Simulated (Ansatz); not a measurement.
Input file for Ansatz (an electronic-structure program): R-wB97M-V/def2-TZVPP on SiH2 (SMILES [SiH2]), atoms moved off the minimum.

Ansatz 0.2 input:
```yaml
crystal:
  periodic: [false, false, false]
  atoms:
    - {symbol: Si, position_ang: [0.03611323, -0.02580382, 0.13774013]}
    - {symbol: H, position_ang: [-0.13992881, -1.10917192, -0.87281326]}
    - {symbol: H, position_ang: [-0.11056331, 1.06382696, -0.87771673]}
basis:
  gaussian:
    orbitals: def2-TZVPP
hamiltonian:
  xc: {name: wB97M-V}
scf: {lower_state_search: off}
output: {forces: true}
```

Predict the final total energy.

-290.5883 hartree.
